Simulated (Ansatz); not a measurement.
We consider fcc Ni, described by RPBE (plane waves, PAW; Ansatz, an electronic-structure program).

Settings: plane-wave cutoff 520 eV, 26×26×26 k mesh, Fermi–Dirac smearing 0.05 eV, spin-polarised with parallel moments, scalar-relativistic PAW data made under PBE.

Cell (measured lattice):

```
Ni
1.0
    0.00000     1.76205     1.76205
    1.76205     0.00000     1.76205
    1.76205     1.76205     0.00000
Ni
1
Direct
  0.00000   0.00000   0.00000
```
Starting moments (μB, in the order of the record's atoms Ni): 0.8.

Problem. Estimate the magnetic moment per atom (the cell's total over its atoms) that the calculation returns.

Solution. 
- magnetic moment per atom (the cell's total over its atoms) = 0.65 μB

The run finds no gap.

Note: cell and atoms aren't relaxed at this level (pressure 4.7 GPa).

Moments are spin moments.

Cost on a shared machine: roughly 20 core-seconds.
